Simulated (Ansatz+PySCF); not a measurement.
A calculation with Ansatz (development build ahead of 0.2.0).

```yaml
crystal:
  periodic: [false, false, false]
  atoms:
    - { symbol: B, position_ang: [0.0, 0.0, -0.25047] }
    - { symbol: H, position_ang: [0.0, 0.0, 1.25236] }
basis:
  gaussian: { orbitals: "6-31G" }
hamiltonian:
  xc: hf
correlation:
  method: mp2
  frozen_orbitals: { B: 1, H: 0 }
scf:
  omitted_lower_state_checks: [atomic_configurations, cluster_reference, orbital_swaps, given_window_search, neighbouring_geometries, increment]
```

The input is written out in the form of the current development build from the run's settings.

Results

```json
{
  "Converged": "yes",
  "Reference energy": "-25.09182 hartree",
  "Correlation energy": "-0.04131 hartree",
  "Total energy": "-25.13312 hartree",
  "Spin squared of the determinant": "0.000"
}
```

Messages of the program:
```
unlike orbitals would lower it
```

Caution: bonds are stretched, where a single reference can fail.
